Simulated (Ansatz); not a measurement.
**CCSD(T) forces**

C2H6Si (SMILES C[Si]C), singlet, displaced at random from a GFN2-xTB minimum.

```xyz
9
angstrom
C -0.4989 1.1464 -0.6858
Si 0.8453 -0.1810 -0.9281
C 0.5773 -1.1604 0.8185
H -1.4877 0.6208 -0.7443
H -0.4257 1.7618 -1.6642
H -0.3640 1.7247 0.0676
H -0.4300 -1.5706 0.7934
H 1.3483 -1.9952 0.9883
H 0.6651 -0.3879 1.5675
```

Ansatz 0.2.0; basis: def2-TZVPP; cores frozen in the correlated methods.

CCSD(T) forces from the calculation:
```json
{"atom": "C1", "Fx": "-0.848", "Fy": "-3.462", "Fz (eV/Å)": "-7.389"}
{"atom": "Si2", "Fx": "-0.032", "Fy": "-0.915", "Fz (eV/Å)": "1.149"}
{"atom": "C3", "Fx": "1.560", "Fy": "-0.553", "Fz (eV/Å)": "-1.628"}
{"atom": "H4", "Fx": "0.593", "Fy": "0.527", "Fz (eV/Å)": "0.432"}
{"atom": "H5", "Fx": "-0.300", "Fy": "-0.656", "Fz (eV/Å)": "1.547"}
{"atom": "H6", "Fx": "0.468", "Fy": "3.773", "Fz (eV/Å)": "5.261"}
{"atom": "H7", "Fx": "-0.181", "Fy": "-0.080", "Fz (eV/Å)": "0.224"}
{"atom": "H8", "Fx": "-1.183", "Fy": "1.241", "Fz (eV/Å)": "-0.193"}
{"atom": "H9", "Fx": "-0.078", "Fy": "0.123", "Fz (eV/Å)": "0.598"}
```

**Question.** Which atom feels the largest CCSD(T) force, and how large is it?

**Answer.** C1, 8.20 eV/Å, along (-0.10, -0.42, -0.90).

Root-mean-square difference of the force components from those of CCSD(T): PBE0-D4 0.040; wB97M-V 0.053; r2SCAN-D4 0.033; PBE-D4 0.111; CAM-B3LYP-D4 0.071; LC-wPBE 0.122 eV/Å.

The T1 diagnostic stays at or below 0.013. The restricted Hartree–Fock reference is unstable towards an unrestricted one here.

For scale, one of the runs: CCSD(T)/def2-TZVPP forces, 188 basis functions (an equivalent command: `ansatz run in.yaml --threads 4`). Time: 100 s of wall clock on 4 CPU threads; the host was shared. Peak host memory: 3.8 GiB.
